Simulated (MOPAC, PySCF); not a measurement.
Potential energy curve for CH5N, SMILES CN. The N2–H7 bond (N2 also carries C, H; H7 carries nothing else) is varied alone, starting from the PBE0/def2-TZVP optimised geometry.

- PM3, restricted, heats of formation (MOPAC)
- RKS-B3LYP/6-31G* = restricted B3LYP/6-31G*, spherical d (PySCF)
- PM7, restricted, heats of formation (MOPAC)
- UCCSD(T) = CCSD(T) on UHF/cc-pVDZ, 2 core orbitals frozen (PySCF)

Energies relative to the lowest point of each curve near equilibrium, in eV; the last columns give the difference from UCCSD(T):

```json
[
 {"R / Å": "0.75", "PM3": "1.853", "RKS-B3LYP/6-31G*": "2.957", "PM7": "1.225", "UCCSD(T)": "3.118", "PM3 − UCCSD(T)": "-1.265", "RKS-B3LYP/6-31G* − UCCSD(T)": "-0.161", "PM7 − UCCSD(T)": "-1.893"},
 {"R / Å": "0.81", "PM3": "0.986", "RKS-B3LYP/6-31G*": "1.517", "PM7": "0.675", "UCCSD(T)": "1.622", "PM3 − UCCSD(T)": "-0.636", "RKS-B3LYP/6-31G* − UCCSD(T)": "-0.105", "PM7 − UCCSD(T)": "-0.947"},
 {"R / Å": "0.85", "PM3": "0.579", "RKS-B3LYP/6-31G*": "0.892", "PM7": "0.416", "UCCSD(T)": "0.967", "PM3 − UCCSD(T)": "-0.387", "RKS-B3LYP/6-31G* − UCCSD(T)": "-0.074", "PM7 − UCCSD(T)": "-0.550"},
 {"R / Å": "0.92", "PM3": "0.146", "RKS-B3LYP/6-31G*": "0.254", "PM7": "0.126", "UCCSD(T)": "0.287", "PM3 − UCCSD(T)": "-0.141", "RKS-B3LYP/6-31G* − UCCSD(T)": "-0.033", "PM7 − UCCSD(T)": "-0.161"},
 {"R / Å": "0.96", "PM3": "0.032", "RKS-B3LYP/6-31G*": "0.079", "PM7": "0.039", "UCCSD(T)": "0.095", "PM3 − UCCSD(T)": "-0.063", "RKS-B3LYP/6-31G* − UCCSD(T)": "-0.016", "PM7 − UCCSD(T)": "-0.057"},
 {"R / Å": "0.98", "PM3": "0.006", "RKS-B3LYP/6-31G*": "0.032", "PM7": "0.014", "UCCSD(T)": "0.040", "PM3 − UCCSD(T)": "-0.034", "RKS-B3LYP/6-31G* − UCCSD(T)": "-0.009", "PM7 − UCCSD(T)": "-0.026"},
 {"R / Å": "1.01", "PM3": "0.000", "RKS-B3LYP/6-31G*": "0.000", "PM7": "0.000", "UCCSD(T)": "0.000", "PM3 − UCCSD(T)": "0.000", "RKS-B3LYP/6-31G* − UCCSD(T)": "0.000", "PM7 − UCCSD(T)": "0.000"},
 {"R / Å": "1.04", "PM3": "0.029", "RKS-B3LYP/6-31G*": "0.009", "PM7": "0.010", "UCCSD(T)": "0.003", "PM3 − UCCSD(T)": "0.027", "RKS-B3LYP/6-31G* − UCCSD(T)": "0.007", "PM7 − UCCSD(T)": "0.008"},
 {"R / Å": "1.07", "PM3": "0.088", "RKS-B3LYP/6-31G*": "0.052", "PM7": "0.043", "UCCSD(T)": "0.040", "PM3 − UCCSD(T)": "0.048", "RKS-B3LYP/6-31G* − UCCSD(T)": "0.012", "PM7 − UCCSD(T)": "0.003"},
 {"R / Å": "1.12", "PM3": "0.238", "RKS-B3LYP/6-31G*": "0.181", "PM7": "0.143", "UCCSD(T)": "0.164", "PM3 − UCCSD(T)": "0.074", "RKS-B3LYP/6-31G* − UCCSD(T)": "0.017", "PM7 − UCCSD(T)": "-0.021"},
 {"R / Å": "1.18", "PM3": "0.478", "RKS-B3LYP/6-31G*": "0.405", "PM7": "0.327", "UCCSD(T)": "0.386", "PM3 − UCCSD(T)": "0.092", "RKS-B3LYP/6-31G* − UCCSD(T)": "0.019", "PM7 − UCCSD(T)": "-0.058"},
 {"R / Å": "1.25", "PM3": "0.802", "RKS-B3LYP/6-31G*": "0.725", "PM7": "0.613", "UCCSD(T)": "0.706", "PM3 − UCCSD(T)": "0.096", "RKS-B3LYP/6-31G* − UCCSD(T)": "0.019", "PM7 − UCCSD(T)": "-0.093"},
 {"R / Å": "1.38", "PM3": "1.432", "RKS-B3LYP/6-31G*": "1.396", "PM7": "1.283", "UCCSD(T)": "1.376", "PM3 − UCCSD(T)": "0.056", "RKS-B3LYP/6-31G* − UCCSD(T)": "0.020", "PM7 − UCCSD(T)": "-0.093"},
 {"R / Å": "1.51", "PM3": "2.058", "RKS-B3LYP/6-31G*": "2.076", "PM7": "2.049", "UCCSD(T)": "2.053", "PM3 − UCCSD(T)": "0.006", "RKS-B3LYP/6-31G* − UCCSD(T)": "0.023", "PM7 − UCCSD(T)": "-0.004"},
 {"R / Å": "1.66", "PM3": "2.832", "RKS-B3LYP/6-31G*": "2.806", "PM7": "2.953", "UCCSD(T)": "2.760", "PM3 − UCCSD(T)": "0.072", "RKS-B3LYP/6-31G* − UCCSD(T)": "0.046", "PM7 − UCCSD(T)": "0.193"},
 {"R / Å": "1.83", "PM3": "3.796", "RKS-B3LYP/6-31G*": "3.535", "PM7": "3.919", "UCCSD(T)": "3.408", "PM3 − UCCSD(T)": "0.388", "RKS-B3LYP/6-31G* − UCCSD(T)": "0.126", "PM7 − UCCSD(T)": "0.511"},
 {"R / Å": "2.00", "PM3": "4.718", "RKS-B3LYP/6-31G*": "4.152", "PM7": "4.775", "UCCSD(T)": "3.884", "PM3 − UCCSD(T)": "0.833", "RKS-B3LYP/6-31G* − UCCSD(T)": "0.268", "PM7 − UCCSD(T)": "0.891"},
 {"R / Å": "2.22", "PM3": "5.663", "RKS-B3LYP/6-31G*": "4.799", "PM7": "5.690", "UCCSD(T)": "4.203", "PM3 − UCCSD(T)": "1.460", "RKS-B3LYP/6-31G* − UCCSD(T)": "0.597", "PM7 − UCCSD(T)": "1.488"},
 {"R / Å": "2.48", "PM3": "6.465", "RKS-B3LYP/6-31G*": "5.380", "PM7": "6.506", "UCCSD(T)": "4.322", "PM3 − UCCSD(T)": "2.143", "RKS-B3LYP/6-31G* − UCCSD(T)": "1.058", "PM7 − UCCSD(T)": "2.184"},
 {"R / Å": "2.71", "PM3": "6.990", "RKS-B3LYP/6-31G*": "5.765", "PM7": "7.030", "UCCSD(T)": "4.354", "PM3 − UCCSD(T)": "2.636", "RKS-B3LYP/6-31G* − UCCSD(T)": "1.411", "PM7 − UCCSD(T)": "2.676"},
 {"R / Å": "3.04", "PM3": "7.524", "RKS-B3LYP/6-31G*": "6.165", "PM7": "7.552", "UCCSD(T)": "4.371", "PM3 − UCCSD(T)": "3.152", "RKS-B3LYP/6-31G* − UCCSD(T)": "1.794", "PM7 − UCCSD(T)": "3.181"},
 {"R / Å": "3.54", "PM3": "8.024", "RKS-B3LYP/6-31G*": "6.549", "PM7": "8.037", "UCCSD(T)": "4.383", "PM3 − UCCSD(T)": "3.641", "RKS-B3LYP/6-31G* − UCCSD(T)": "2.166", "PM7 − UCCSD(T)": "3.654"}
]
```

PM3 is furthest from UCCSD(T) at 3.54 (3.641 eV, above); its mean absolute difference over the points is 0.784 eV.

RKS-B3LYP/6-31G* is furthest from UCCSD(T) at 3.54 (2.166 eV, above); its mean absolute difference over the points is 0.363 eV.

PM7 is furthest from UCCSD(T) at 3.54 (3.654 eV, above); its mean absolute difference over the points is 0.850 eV.

The restricted form behind PM3, RKS-B3LYP/6-31G*, PM7 keeps the bonding electrons paired and can't separate into open-shell fragments. The unrestricted determinant behind UCCSD(T) is spin-contaminated at 1.51 to 3.54 Å (<S²> up to 1.0, against 0.00 for a pure singlet).
